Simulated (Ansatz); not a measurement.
**bcc Fe**

Computed with PBEsol (PAW; Ansatz, a program for electronic structure).

Numerical settings: plane-wave cutoff 500 eV, 36×36×36 k mesh, Fermi–Dirac smearing 0.1 eV, spin-polarised with parallel moments, scalar-relativistic PAW data made under PBE.

Cell (relaxed at this level):

Space group Im-3m (No. 229); a = b = c = 2.7874 Å, α = β = γ = 90.00°

| atom | site | symmetry | x | y | z |
|---|---|---|---|---|---|
| Fe | 2a | m-3m | 0.0000 | 0.0000 | 0.0000 |
(The calculation used a cell of 1 atom; values per cell refer to that cell.)

| Property | Value |
|---|---|
| magnetic moment per atom (the cell's total over its atoms) | 2.09 μB |

Moments are spin moments.

Computed values are for the static lattice.

The result took about 110 core-seconds (a rough figure).
